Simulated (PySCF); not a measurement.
How the method changes the constants of CF⁻

State: ³Σ⁻ (triplet), unpaired electrons π ↑↑. Set-up: basis C aug-cc-pVDZ, F aug-cc-pVDZ; no relativity; PySCF 2.14. De refers to C + F⁻ in their high-spin ground configurations, without counterpoise correction. The functionals are run spin-unrestricted. A positive dipole points towards F; it is taken about the centre of mass and depends on that origin.

```
      Level  Re (Å)  ωe (cm⁻¹)  De (eV)  μ (D)
        UHF   1.463        756      n/a   2.95
    UHF-MP2   1.486        736     2.39    n/a
UHF-SCS-MP2   1.493        722     2.25    n/a
   UHF-CCSD   1.483        738      n/a    n/a
UHF-CCSD(T)   1.492        717     2.41    n/a
        PBE   1.456        762     3.19   3.73
     revPBE   1.470        737     2.98   3.65
     r²SCAN   1.456        765     3.09   3.60
      M06-L   1.465        699      n/a   3.52
       PBE0   1.440        803     3.03   3.57
       MN15   1.424        838     2.99   3.72
  CAM-B3LYP   1.447        787     2.80   3.42
```

Problem. Which functional lies closest to UHF-CCSD(T) in De, which farthest, and by how much do they differ from it?

Solution. Closest is CAM-B3LYP (-4.5 pm in Re, +9.8 % in ωe, +0.39 eV in De against UHF-CCSD(T) in the same basis), farthest PBE (-3.6 pm in Re, +6.3 % in ωe, +0.78 eV in De). CCSD(T) converges more slowly with the basis than the functionals do and binds too weakly in this one, so the order can change at the basis-set limit.

Problem. What does a quarter of exact exchange do here, going from PBE to PBE0?

Solution. PBE0 less PBE: -1.6 pm in Re, +5.4 % in ωe, -0.16 eV in De. Exact exchange removes part of the self-interaction that spreads semilocal densities, and in most molecules shortens and stiffens the bond and lowers De; so it does here.

Problem. What does the step from GGA to meta-GGA do here, going from PBE to r²SCAN?

Solution. r²SCAN less PBE: +0.0 pm in Re, +0.4 % in ωe, -0.10 eV in De. 

Correlated steps freeze 2 core orbitals. Correlated levels converge slowly with the basis: in double zeta they bind strong bonds too weakly, by up to about 1 eV, and carry superposition errors of some tenths. For an ion De counts to the pair picked by the measured ionisation energies or electron affinities, which need not be the lowest pair at this level. The highest Kohn–Sham level is positive in this anion. Much of that is self-interaction error, but it also means that the finite basis helps to hold the extra electron. The state is the lowest determinant that a PBE0 search found; another state may lie lower at other levels.

The whole job (state search and all levels along the bond) took about 2 min on 1 thread of Intel Xeon Platinum 8488C (shared host), peak memory 0.55 GiB.
